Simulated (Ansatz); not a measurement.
The pair A = H2S (SMILES S) (first 3 atoms), B = H2S (SMILES S); geometry from NCB31 set.
(charge 0, multiplicity 1):
| atom | x (Å) | y (Å) | z (Å) |
|---|---|---|---|
| S | -2.0310 | 0.1032 | -0.0008 |
| H | -1.9340 | -0.8185 | 0.9697 |
| H | -1.9405 | -0.8366 | -0.9543 |
| S | 2.0798 | -0.0851 | 0.0002 |
| H | 2.3392 | 1.2310 | -0.0022 |
| H | 0.7538 | 0.1341 | -0.0035 |

Correlated levels freeze the cores. MP2 and its Hartree–Fock in aug-cc-pV(Q+d)Z are density fitted.

Codes used: Ansatz (Gaussian basis) for Hartree–Fock, density functionals and correlated methods. Each number belongs to the level named beside it.

The counterpoise-corrected interaction energy is E(AB) − E(A in the pair's basis) − E(B in the pair's basis). Total energies (hartree):

```
level                              AB  A in the pair's basis  B in the pair's basis
-----------------------  ------------  ---------------------  ---------------------
HF/aug-cc-pV(T+d)Z       -797.4313431           -398.7158065           -398.7157500
MP2/aug-cc-pV(T+d)Z      -797.8252061           -398.9113279           -398.9111036
HF/aug-cc-pV(Q+d)Z       -797.4379844           -398.7191145           -398.7190963
MP2/aug-cc-pV(Q+d)Z      -797.8586223           -398.9279052           -398.9278033
CCSD(T)/aug-cc-pV(T+d)Z  -797.8901431           -398.9439636           -398.9437699
```

Work out the counterpoise-corrected interaction energy at the basis-set limit: extrapolate the MP2 correlation part as X⁻³, take Hartree–Fock from the larger set, and add the CCSD(T) − MP2 difference of aug-cc-pV(T+d)Z.


1. Differences (1 hartree = 627.509 kcal/mol): HF/aug-cc-pV(T+d)Z 0.134; MP2/aug-cc-pV(T+d)Z -1.741; HF/aug-cc-pV(Q+d)Z 0.142; MP2/aug-cc-pV(Q+d)Z -1.828; CCSD(T)/aug-cc-pV(T+d)Z -1.512.
2. Correlation parts, MP2 less HF: -1.875 in aug-cc-pV(T+d)Z (X = 3), -1.971 in aug-cc-pV(Q+d)Z (X = 4).
3. Limit (4³·(-1.971) − 3³·(-1.875))/(4³ − 3³) = -2.040; with HF/aug-cc-pV(Q+d)Z it gives -1.898.
4. CCSD(T) less MP2 in aug-cc-pV(T+d)Z: 0.229.
Result: -1.67 kcal/mol, against -1.74 at MP2/aug-cc-pV(T+d)Z. It is an estimate of this method's limit, not of the exact value.

Ansatz is an electronic-structure program.
